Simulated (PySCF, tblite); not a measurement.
**C6H3 radical: geometry, infrared bands and EPR parameters**

What infrared bands and EPR parameters should C6H3 radical (`C#C/[C]=C\C#C`) show?

Computed with tblite 0.8.0 and PySCF 2.14.0, with density-fitted response routines of our own, on a single molecule in the gas phase. Atoms count from 0, in the outputs and in this text.

### Step 1. The molecule as given

9 atoms, charge 0, multiplicity 2; geometry from: force field or distance geometry start.

Bonds of the start (Å): C0–C1 1.23, C1–C2 1.42, C2–C3 1.34, C3–C4 1.42, C4–C5 1.23, C0–H6 1.05, C3–H7 1.09, C5–H8 1.05.

### Step 2. Relaxing the molecule with GFN2-xTB

What the job is given:

```
{"job": {"kind": "relax", "xc": "GFN2-xTB", "basis": "xTB"}, "charge": 0, "multiplicity": 2}
C      1.954000    -0.915800     2.076700
C      1.437100    -0.625200     0.998900
C      0.839400    -0.298900    -0.251100
C     -0.410200     0.173400    -0.197700
C     -1.165900     0.544100    -1.342800
C     -1.794600     0.873200    -2.351500
H      2.386500    -1.172400     3.001800
H     -0.893500     0.276100     0.771400
H     -2.339200     1.151500    -3.206400
```

Launch:

```bash
$ OMP_NUM_THREADS=1 python probes_run.py task.json out
```

One launch serves the whole session: the jobs run in the order shown.

Output:

```text
step      E/eV     max force
  0    -383.61999    3.435
  1    -383.64948    7.231
  2    -383.88659    1.208
  3    -383.91818    1.367
  4    -383.93885    1.143
  5    -383.95580    0.580
  6    -383.97116    0.520
  7    -384.00896    0.725
  8    -384.04101    0.749
  9    -384.05579    0.647
 10    -384.06932    0.550
 11    -384.08576    0.484
 12    -384.10793    0.658
 13    -384.13346    0.719
 14    -384.15068    0.487
 15    -384.16052    0.236
 16    -384.16691    0.362
 17    -384.17176    0.243
 18    -384.17766    0.232
 19    -384.18678    0.256
 20    -384.19801    0.328
 21    -384.20583    0.318
 22    -384.21453    0.265
 23    -384.22566    0.280
 24    -384.23728    0.402
 25    -384.24576    0.315
 26    -384.25148    0.396
 27    -384.25468    0.552
 28    -384.26165    0.266
 29    -384.26990    0.270
 30    -384.28448    0.651
 31    -384.30017    0.716
 32    -384.30836    0.664
 33    -384.31574    0.312
 34    -384.31889    0.384
 35    -384.32252    0.954
 36    -384.32597    0.529
 37    -384.32801    0.417
 38    -384.33134    0.190
 39    -384.33372    0.331
 40    -384.33554    0.192
 41    -384.33682    0.151
 42    -384.33757    0.105
 43    -384.33890    0.120
 44    -384.33966    0.065
 45    -384.33973    0.023
 46    -384.33979    0.026
 47    -384.33983    0.024
 48    -384.33987    0.022
 49    -384.33988    0.020
 50    -384.33989    0.015
 51    -384.33991    0.011
 52    -384.33992    0.014
 53    -384.33994    0.020
 54    -384.33995    0.022
 55    -384.33997    0.025
 56    -384.33999    0.024
 57    -384.34003    0.024
 58    -384.34006    0.022
 59    -384.34009    0.019
 60    -384.34011    0.018
 61    -384.34014    0.020
 62    -384.34015    0.017
 63    -384.34016    0.011
 64    -384.34016    0.007
```

It took 0.23 s on 1 thread of Arm Neoverse V1, shared host.

The steps of the relaxation: (not every step is listed)

| step | energy from step 0 (eV) | largest force (eV/Å) |
| --- | --- | --- |
| 0 | 0.0000 | 3.4346 |
| 1 | -0.0295 | 7.2309 |
| 2 | -0.2666 | 1.2084 |
| 3 | -0.2982 | 1.3666 |
| 4 | -0.3189 | 1.1433 |
| 5 | -0.3358 | 0.5801 |
| 6 | -0.3512 | 0.5204 |
| 7 | -0.3890 | 0.7246 |
| 8 | -0.4210 | 0.7486 |
| 13 | -0.5135 | 0.7190 |
| 18 | -0.5577 | 0.2320 |
| 23 | -0.6057 | 0.2800 |
| 28 | -0.6417 | 0.2663 |
| 33 | -0.6958 | 0.3120 |
| 38 | -0.7114 | 0.1900 |
| 43 | -0.7189 | 0.1199 |
| 48 | -0.7199 | 0.0223 |
| 53 | -0.7200 | 0.0198 |
| 58 | -0.7201 | 0.0220 |
| 59 | -0.7201 | 0.0189 |
| 60 | -0.7201 | 0.0177 |
| 61 | -0.7202 | 0.0197 |
| 62 | -0.7202 | 0.0167 |
| 63 | -0.7202 | 0.0107 |
| 64 | -0.7202 | 0.0067 |

Close pairs (by a distance rule), those that changed most:

```csv
bond,before (Å),after (Å),change (Å)
C1–C2,1.423,1.308,-0.116
C4–C5,1.233,1.201,-0.032
C2–C3,1.337,1.308,-0.029
C3–C4,1.421,1.413,-0.008
C0–H6,1.053,1.048,-0.005
C5–H8,1.051,1.049,-0.002
C0–C1,1.230,1.229,-0.001
C3–H7,1.088,1.088,+0.001
```

The next job starts from the end point, and lists it.

### Step 3. Infrared spectrum with GFN2-xTB

What the job is given:

```
{"job": {"kind": "ir", "xc": "GFN2-xTB", "basis": "xTB"}, "charge": 0, "multiplicity": 2}
C      2.253679    -0.999951     1.667348
C      1.212156    -0.560409     1.185473
C      0.076044    -0.090107     0.740730
C     -1.011703     0.368408     0.177020
C     -1.149130     0.535170    -1.219123
C     -1.270653     0.678798    -2.405732
H      3.162067    -1.378843     2.026176
H     -1.881268     0.647858     0.769090
H     -1.377629     0.805070    -3.441640
```

Output:

```text
mode    cm-1     km/mol
  1      38.1      1.05
  2     189.8      0.63
  3     202.7      3.26
  4     226.8      7.71
  5     290.4      0.33
  6     395.8      2.73
  7     417.3     14.49
  8     467.5      2.79
  9     595.8     40.88
 10     610.3      4.84
 11     648.5     19.78
 12     726.6      0.99
 13     872.1      0.26
 14    1061.8      0.70
 15    1232.2      0.13
 16    1816.9      9.20
 17    2055.9      3.69
 18    2242.3      0.86
 19    2939.3     22.31
 20    3392.2      4.36
 21    3400.4     15.23
```

It took 0.14 s on 1 thread of Arm Neoverse V1, shared host.

The strongest bands and the atoms that carry them (share of the mass-weighted mode):

| cm⁻¹ | km/mol | atoms |
| --- | --- | --- |
| 227 | 7.7 | C1 55 %, C0 35 % |
| 417 | 14.5 | H6 72 %, C1 15 % |
| 596 | 40.9 | H8 64 %, H7 12 %, C5 10 % |
| 610 | 4.8 | H6 69 % |
| 648 | 19.8 | H8 80 %, C5 12 % |
| 1817 | 9.2 | C2 55 %, C3 27 %, C0 12 % |
| 2939 | 22.3 | H7 93 % |
| 3400 | 15.2 | H6 88 %, C0 11 % |

### Step 4. g tensor and hyperfine couplings: B3LYP/pcH-1

Settings changed since step 3:

```diff
@@ -1,2 +1,2 @@
-{"job": {"kind": "ir", "xc": "GFN2-xTB", "basis": "xTB"}, "charge": 0, "multiplicity": 2}
+{"job": {"kind": "epr", "basis": "pcH-1"}, "charge": 0, "multiplicity": 2}
 C      2.253679    -0.999951     1.667348
```

Method: UKS B3LYP, pcH-1 on C H, non-relativistic, mean-field spin-orbit, GIAO.

Output:

```text
UKS, coarse grid
  cycle   1  E = -230.19587578  |g| = 2.76e-01
  cycle   2  E = -230.19821891  |g| = 2.70e-01
  cycle   3  E = -230.23333677  |g| = 8.41e-02
  cycle   4  E = -230.23624963  |g| = 4.50e-02
  cycle   5  E = -230.23721808  |g| = 1.95e-02
  cycle   6  E = -230.23744279  |g| = 7.56e-03
  cycle   7  E = -230.23749837  |g| = 5.81e-03
  cycle   8  E = -230.23755015  |g| = 2.49e-03
  cycle   9  E = -230.23756776  |g| = 1.73e-03
  cycle  10  E = -230.23757518  |g| = 1.02e-03
  cycle  11  E = -230.23757912  |g| = 6.09e-04
UKS, final grid
  cycle   1  E = -230.23756239  |g| = 8.55e-04
  cycle   2  E = -230.23756173  |g| = 1.48e-03
  cycle   3  E = -230.23756304  |g| = 2.17e-04
  cycle   4  E = -230.23756310  |g| = 1.36e-04
  cycle   5  E = -230.23756321  |g| = 1.31e-04
  cycle   6  E = -230.23756324  |g| = 3.97e-05
  cycle   7  E = -230.23756324  |g| = 1.70e-05
E = -230.23756324 Eh   <S^2> = 0.7839 (exact 0.7500)
g shifts (ppm)      1          2          3
  rmc          -148       -148       -148
  gc             36         -0         26
  oz_so        -829          1        646
  total        -941       -148        523
hyperfine (MHz)  atom isotope    a_iso     a_fc   dipolar eigenvalues
    0   13C      57.27      57.27    -54.77    -31.15     85.92
    1   13C     -76.49     -76.49    -22.18     -3.99     26.17
    2   13C      72.80      72.80    -66.90    -45.15    112.05
    3   13C     -44.39     -44.39    -17.74      6.43     11.30
    4   13C      88.47      88.47     -3.38     -0.20      3.58
    5   13C       2.46       2.46     -8.59      2.88      5.71
    6    1H     -51.10     -51.10    -22.60     -3.30     25.90
    7    1H     116.15     116.15     -4.10     -3.20      7.30
    8    1H       4.85       4.85     -0.75     -0.65      1.40
```

It took 23 s on 1 thread of Arm Neoverse V1, shared host; peak memory 0.71 GiB.

Principal g values 2.00138, 2.00217, 2.00284; g(iso) = 2.00213, against 2.00232 for a free electron.

Hyperfine couplings, nucleus by nucleus at this fixed geometry (no averaging over rotations):

```
nuclei  isotope  a(iso) (MHz)  a(iso) (G, at g = 2.0023)  largest dipolar term (MHz)
    H7       1H         116.2                       41.4                         7.3
    C4      13C          88.5                       31.6                         3.6
    C1      13C         -76.5                      -27.3                        26.2
    C2      13C          72.8                       26.0                       112.0
    C0      13C          57.3                       20.4                        85.9
    H6       1H         -51.1                      -18.2                        25.9
    C3      13C         -44.4                      -15.8                       -17.7
    H8       1H           4.8                        1.7                         1.4
    C5      13C           2.5                        0.9                        -8.6
```

Mulliken spin populations:

```
atom  value (e)
  C0       0.66
  C1      -0.29
  C2       0.75
  C3      -0.15
  C4       0.06
  C5      -0.05
  H6      -0.03
  H7       0.05
  H8       0.00
```

In first order the couplings over 0.8 MHz of 1H give 8 distinct lines over 61.4 G.

The fields below are evaluated on a grid from the run's orbitals.

ELF in a plane through or near 9 of the atoms.

Values, 10 rows by 14 columns:
```
0.00 0.00 0.00 0.00 0.00 0.00 0.00 0.00 0.00 0.00 0.00 0.00 0.00 0.00
0.00 0.00 0.00 0.00 0.00 0.00 0.00 0.00 0.00 0.00 0.00 0.00 0.00 0.00
0.00 0.00 0.00 0.02 0.05 0.01 0.00 0.00 0.02 0.07 0.18 0.13 0.00 0.00
0.00 0.00 0.84 0.80 0.56 0.24 0.06 0.01 0.44 0.60 0.99 0.98 0.02 0.00
0.00 0.04 0.98 0.98 0.66 0.69 0.56 0.03 0.68 0.55 0.84 0.82 0.01 0.00
0.00 0.00 0.22 0.71 0.86 0.20 0.18 0.61 0.82 0.67 0.68 0.22 0.00 0.00
0.00 0.00 0.05 0.38 0.36 0.63 0.68 0.23 0.58 0.30 0.35 0.05 0.00 0.00
0.00 0.00 0.00 0.00 0.01 0.16 0.05 0.95 1.00 0.03 0.00 0.00 0.00 0.00
0.00 0.00 0.00 0.00 0.00 0.00 0.00 0.58 0.86 0.01 0.00 0.00 0.00 0.00
0.00 0.00 0.00 0.00 0.00 0.00 0.00 0.00 0.00 0.00 0.00 0.00 0.00 0.00
```
The map spans 13.1 Å across and 9.1 Å up, centred on the molecule. Atoms in the plane (x, y in Å): C0 (-3.0, 0.4), C1 (-1.8, 0.0), C2 (-0.6, -0.5), C3 (0.6, -0.9), C4 (1.7, 0.0), C5 (2.7, 0.7), H6 (-3.9, 0.9), H7 (0.9, -2.0), H8 (3.5, 1.4).

log10 of the density (e/Å³) in the same plane.

Values, 10 rows by 14 columns:
```
-4.0 -4.0 -4.0 -4.0 -4.0 -4.0 -4.0 -4.0 -4.0 -4.0 -4.0 -4.0 -4.0 -4.0
-4.0 -4.0 -4.0 -4.0 -4.0 -4.0 -4.0 -4.0 -4.0 -3.8 -3.7 -4.0 -4.0 -4.0
-4.0 -4.0 -3.4 -2.7 -2.6 -3.0 -3.7 -3.7 -2.8 -2.3 -2.1 -2.5 -3.8 -4.0
-4.0 -3.2 -1.7 -0.9 -1.1 -1.5 -2.1 -2.3 -1.5 -0.7 -0.1 -1.0 -2.9 -4.0
-4.0 -2.8 -1.0  0.3  0.2 -0.2 -0.9 -1.4 -0.5  0.4  0.2 -1.0 -2.9 -4.0
-4.0 -3.1 -1.7 -0.5  0.1  0.8  0.9  0.0  0.3  0.2 -0.8 -1.8 -3.3 -4.0
-4.0 -3.9 -2.6 -1.7 -1.2 -0.7  0.0  0.4  0.0 -1.0 -1.8 -2.6 -4.0 -4.0
-4.0 -4.0 -4.0 -3.2 -2.6 -2.0 -1.7 -0.5 -0.3 -2.0 -3.2 -4.0 -4.0 -4.0
-4.0 -4.0 -4.0 -4.0 -4.0 -3.5 -2.9 -1.9 -1.8 -2.9 -4.0 -4.0 -4.0 -4.0
-4.0 -4.0 -4.0 -4.0 -4.0 -4.0 -4.0 -3.7 -3.7 -4.0 -4.0 -4.0 -4.0 -4.0
```
The map spans 13.1 Å across and 9.1 Å up, centred on the molecule. Atoms in the plane (x, y in Å): C0 (-3.0, 0.4), C1 (-1.8, 0.0), C2 (-0.6, -0.5), C3 (0.6, -0.9), C4 (1.7, 0.0), C5 (2.7, 0.7), H6 (-3.9, 0.9), H7 (0.9, -2.0), H8 (3.5, 1.4).

On the surface of density 0.002 e/bohr³ the electrostatic potential runs, from the 1st to the 99th percentile, from -0.71 V near C4 to 1.69 V near H6.

The spin density lies nearest to C0, C2 about 35 % each; C1 10 % (beta excess).

### Step 5. Summary of results

| quantity | value |
| --- | --- |
| strongest single infrared mode (GFN2-xTB) | 596 cm⁻¹, 41 km/mol |
| zero-point energy (GFN2-xTB) | 34.1 kcal/mol |
| g(iso) (B3LYP) | 2.00213 |
| ⟨S²⟩ | 0.784 (exact 0.75) |
| largest a(iso) | 1H on H7, 116.2 MHz |
| surface potential, 1st and 99th percentile | -0.71 V and 1.69 V |

In words: Relaxing lowered the energy by 0.720 eV in 64 steps; the close pair that moved most is C1–C2, from 1.423 to 1.308 Å. All 21 modes are real, so the xTB geometry is a minimum. The strongest single mode, at 596 cm⁻¹, moves mainly H8. Unscaled tight-binding wavenumbers are off by several per cent, some by more. Its intensities can rank the bands wrongly. The largest spin populations lie on C2 (0.75 e), C0 (0.66 e). The isotropic g lies 0.2 ppt below the free-electron value.
